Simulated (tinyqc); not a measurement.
Inside a calculation (part 2 of 2). Method: CCSD on RHF in the sto-3g basis, frozen core, for BH3, spin multiplicity 1. Computed by tinyqc, a small Python program that keeps every step (integrals from PySCF). Command: `OMP_NUM_THREADS=1 python tinyqc.py 21056 21057 out.jsonl` (the two numbers bound the seeds that draw the settings). One thread of a shared host (Intel(R) Xeon(R) Processor @ 2.60GHz), about 0.3 s of CPU time with the checks.

Geometry (angstrom):
```
atom,x,y,z
B,0.00000,0.00000,0.00700
H,1.18600,0.00000,0.00000
H,-0.59300,1.02700,0.00000
H,-0.59300,-1.02700,0.00000
```

## CCSD: starting amplitudes

orbital energies (hartree): MO1 -7.41591, MO2 -0.66715, MO3 -0.46365, MO4 -0.46365, MO5 0.23929, MO6 0.69409, MO7 0.75481, MO8 0.75482

Given earlier and not repeated: Two-electron integrals over orbitals (pq|rs).

t_ij^ab = <ij||ab> / (e_i + e_j - e_a - e_b), whose energy is MP2.

Starting amplitudes (spin orbitals 1a, 1b, ...; amplitudes related by a flip of all spins are not repeated; the 24 largest):
```
from,to,t
3a 3b,8a 8b,-0.04296
4a 4b,7a 7b,-0.04294
2a 2b,5a 5b,-0.03830
2a 4b,6a 7b,-0.02603
2a 3b,6a 8b,-0.02603
2a 2b,6a 6b,-0.02573
4a 4b,6a 6b,-0.02553
3a 3b,6a 6b,-0.02548
2a 4b,6b 7a,0.01768
2a 3b,6b 8a,0.01767
2a 2b,8a 8b,-0.01708
2a 2b,7a 7b,-0.01708
3a 3b,7a 7b,-0.01491
3a 4b,7b 8a,0.01488
4a 4b,8a 8b,-0.01488
3a 4b,7a 8b,-0.01322
4a 4b,6a 7b,-0.01275
3a 3b,6a 7b,0.01274
3a 4b,6a 8b,0.01271
3a 4b,6b 8a,-0.01271
3a 3b,5a 5b,-0.01268
4a 4b,5a 5b,-0.01268
2a 4a,6a 7a,-0.00836
2a 3a,6a 8a,-0.00836
```

correlation energy = -0.0358776 hartree

## CCSD: amplitude update 1

t_i^a D_i^a and t_ij^ab D_ij^ab are set to the remaining terms of the spin-orbital equations, evaluated with the old amplitudes; for the doubles these are <ij||ab> + 1/2 <ab||ef> t_ij^ef + 1/2 <mn||ij> t_mn^ab + P(ij)P(ab) <mb||ej> t_im^ae + terms in t^2 + terms with t1, D the orbital-energy denominators.

Amplitudes after update 1 (spin orbitals 1a, 1b, ...; amplitudes related by a flip of all spins are not repeated; the 24 largest):
```
from,to,t
3a 3b,8a 8b,-0.05580
4a 4b,7a 7b,-0.05577
2a 2b,5a 5b,-0.04941
2a 4b,6a 7b,-0.03395
2a 3b,6a 8b,-0.03394
4a 4b,6a 6b,-0.03355
3a 3b,6a 6b,-0.03347
2a 2b,6a 6b,-0.03144
2a 4b,6b 7a,0.02543
2a 3b,6b 8a,0.02542
2a 2b,8a 8b,-0.02094
2a 2b,7a 7b,-0.02094
3a 4b,7b 8a,0.01949
3a 4b,7a 8b,-0.01948
4a 4b,6a 7b,-0.01731
3a 3b,6a 7b,0.01729
3a 4b,6a 8b,0.01725
3a 4b,6b 8a,-0.01725
3a 3b,7a 7b,-0.01690
4a 4b,8a 8b,-0.01687
3a 3b,5a 5b,-0.01249
4a 4b,5a 5b,-0.01249
2a 4a,6a 7a,-0.00852
2a 3a,6a 8a,-0.00852
```

correlation energy = -0.0467378 hartree

## CCSD: amplitude update 2

As before.

Amplitudes after update 2 (spin orbitals 1a, 1b, ...; amplitudes related by a flip of all spins are not repeated; the 24 largest):
```
from,to,t
3a 3b,8a 8b,-0.06025
4a 4b,7a 7b,-0.06021
2a 2b,5a 5b,-0.05330
4a 4b,6a 6b,-0.03653
3a 3b,6a 6b,-0.03645
2a 4b,6a 7b,-0.03625
2a 3b,6a 8b,-0.03623
2a 2b,6a 6b,-0.03331
2a 4b,6b 7a,0.02831
2a 3b,6b 8a,0.02830
3a 4b,7a 8b,-0.02219
2a 2b,8a 8b,-0.02205
2a 2b,7a 7b,-0.02205
3a 4b,7b 8a,0.02102
4a 4b,6a 7b,-0.01879
3a 3b,6a 7b,0.01877
3a 4b,6b 8a,-0.01873
3a 4b,6a 8b,0.01873
3a 3b,7a 7b,-0.01711
4a 4b,8a 8b,-0.01707
3a 3b,5a 5b,-0.01091
4a 4b,5a 5b,-0.01091
2a 4a,6a 7a,-0.00793
2a 3a,6a 8a,-0.00793
```

correlation energy = -0.0502732 hartree

## CCSD: amplitude update 3

t_i^a D_i^a and t_ij^ab D_ij^ab are set to the remaining terms of the spin-orbital equations, evaluated with the old amplitudes; for the doubles these are <ij||ab> + 1/2 <ab||ef> t_ij^ef + 1/2 <mn||ij> t_mn^ab + P(ij)P(ab) <mb||ej> t_im^ae + terms in t^2 + terms with t1, D the orbital-energy denominators. DIIS then mixes the stored amplitudes.

DIIS coefficients: -0.57713  1.57713

Amplitudes after update 3 (spin orbitals 1a, 1b, ...; amplitudes related by a flip of all spins are not repeated; the 24 largest):
```
from,to,t
3a 3b,8a 8b,-0.06282
4a 4b,7a 7b,-0.06279
2a 2b,5a 5b,-0.05575
4a 4b,6a 6b,-0.03823
3a 3b,6a 6b,-0.03815
2a 4b,6a 7b,-0.03737
2a 3b,6a 8b,-0.03736
2a 2b,6a 6b,-0.03439
2a 4b,6b 7a,0.03003
2a 3b,6b 8a,0.03002
3a 4b,7a 8b,-0.02398
2a 2b,8a 8b,-0.02254
2a 2b,7a 7b,-0.02254
3a 4b,7b 8a,0.02188
4a 4b,6a 7b,-0.01953
3a 3b,6a 7b,0.01951
3a 4b,6b 8a,-0.01947
3a 4b,6a 8b,0.01947
3a 3b,7a 7b,-0.01704
4a 4b,8a 8b,-0.01700
3a 3b,5a 5b,-0.00911
4a 4b,5a 5b,-0.00911
2a 4a,6a 7a,-0.00734
2a 3a,6a 8a,-0.00734
```

correlation energy = -0.0521819 hartree

## CCSD: convergence

E_corr = 1/4 sum <ij||ab> t_ij^ab + 1/2 sum <ij||ab> t_i^a t_j^b; stop when the norm of the change is below 1e-8.

Course of the amplitude iterations:
```
update,correlation energy (hartree),norm of the change
0,-0.0358776,-
1,-0.0467378,7.69e-02
2,-0.0502732,2.72e-02
3,-0.0521819,1.04e-02
4,-0.0521731,1.26e-03
5,-0.0521752,1.60e-04
6,-0.0521745,1.77e-05
7,-0.0521744,6.70e-06
8,-0.0521744,1.34e-06
9,-0.0521745,1.88e-07
10,-0.0521745,5.85e-08
11,-0.0521745,1.97e-08
12,-0.0521745,2.32e-09
```

Converged amplitudes (spin orbitals 1a, 1b, ...; amplitudes related by a flip of all spins are not repeated; the 24 largest):
```
from,to,t
3a 3b,8a 8b,-0.06293
4a 4b,7a 7b,-0.06289
2a 2b,5a 5b,-0.05618
4a 4b,6a 6b,-0.03821
3a 3b,6a 6b,-0.03812
2a 4b,6a 7b,-0.03733
2a 3b,6a 8b,-0.03732
2a 2b,6a 6b,-0.03446
2a 4b,6b 7a,0.03010
2a 3b,6b 8a,0.03009
3a 4b,7a 8b,-0.02414
2a 2b,8a 8b,-0.02245
2a 2b,7a 7b,-0.02245
3a 4b,7b 8a,0.02191
4a 4b,6a 7b,-0.01945
3a 3b,6a 7b,0.01944
3a 4b,6b 8a,-0.01939
3a 4b,6a 8b,0.01939
3a 3b,7a 7b,-0.01696
4a 4b,8a 8b,-0.01692
3a 3b,5a 5b,-0.00847
4a 4b,5a 5b,-0.00846
2a 4a,6a 7a,-0.00723
2a 3a,6a 8a,-0.00722
```

CCSD total energy = -26.1215784 hartree

T1 diagnostic, norm of the one-spin t1 over sqrt(correlated electrons) = 0.00216

Converged in 12 updates, with DIIS from the third.
